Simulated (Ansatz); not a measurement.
**B₂H+ (singlet): the correlation ladder, 6-31G**

How much of the correlation energy of B₂H+ (singlet) does each wave-function method recover here?

Method: 6-31G, core rule «outside noble gas», up to 2 orbitals frozen; program: Ansatz 0.2.0, Gaussian basis.

The runs, in order: UHF; CCSD(T) on RHF; CCSD(T) on UHF; BCCD(T) on RHF; CISD; CCSDT(Q) on RHF; CCSDT(Q) on UHF; CISDTQ; CCSDTQ on RHF; CCSDTQ on UHF; CASSCF and MRCISD+Q, 6 electrons in 9 orbitals; CASSCF and NEVPT2, 6 electrons in 9 orbitals; Full CI; Full CI in the symmetry of the determinant.

17 further runs of the same task are left out: 1 for a mislabelled method, 5 that didn't finish, 11 set aside as unsound or not needed.

## Step 1: The geometry

The geometry is a PBE0/def2-TZVP stationary point (not a proven minimum) of the parent state, kept for this charge and spin.

3 atoms, charge 1, spin multiplicity 1.

Atoms are counted from 1 here; the program's logs count them from 0.

Bond lengths: B1–B2 1.523 Å, B1–H3 1.177 Å. Angles: B2–B1–H3 180.0°.

## Step 2: UHF

Contents of in.yaml:

```yaml
crystal:
  periodic: [false, false, false]
  atoms:
    - {symbol: B, position_ang: [0.000000, 0.000000, 0.115089]}
    - {symbol: B, position_ang: [0.000000, 0.000000, -1.407623]}
    - {symbol: H, position_ang: [0.000000, 0.000000, 1.292533]}
basis:
  gaussian: {orbitals: 6-31G}
total_charge: 1
magnetization: {spin_polarized: true, initial_magnetization: 0}
hamiltonian: {xc: hf}
output: {orbitals: {seedname: orbitals}}
```

On the command line:

```console
$ ansatz run in.yaml --threads 1 --pin off --events-out ev --progress --plain --max-ram 2393MiB
```

After this run come: CCSD(T) on RHF; CCSD(T) on UHF; BCCD(T) on RHF; CISD; CCSDT(Q) on RHF; CCSDT(Q) on UHF; CISDTQ; CCSDTQ on RHF; CCSDTQ on UHF; CASSCF and MRCISD+Q, 6 electrons in 9 orbitals; CASSCF and NEVPT2, 6 electrons in 9 orbitals; Full CI; Full CI in the symmetry of the determinant.

Before running them: what should the planned runs give, taken together? Wanted: FCI below the RHF energy; NEVPT2 valence from FCI; MRCISD+Q valence from FCI; T1 diagnostic; effectively unpaired electrons.

The runs gave:

```
                         quantity                             value
         FCI below the RHF energy                        -3.4326 eV
          NEVPT2 valence from FCI                    +3.23 kcal/mol
        MRCISD+Q valence from FCI                    -0.02 kcal/mol
levels within 1 kcal/mol (43 meV)  MRCISD valence, MRCISD+Q valence
                    T1 diagnostic                             0.019
   effectively unpaired electrons                              2.02
```

What this shows: With 2.0 effectively unpaired electrons against 0 the state is strongly multireference. Of the multireference levels listed MRCISD+Q valence comes nearest in total energy (-0.02 kcal/mol), which doesn't show that its space is the better one. The lowest state has another symmetry than the determinant, whose own symmetry lies 0.29 eV higher, so single-reference misses include that gap. Coupled cluster took another determinant than the lowest Hartree-Fock one. These misses are within one basis, not against nature.
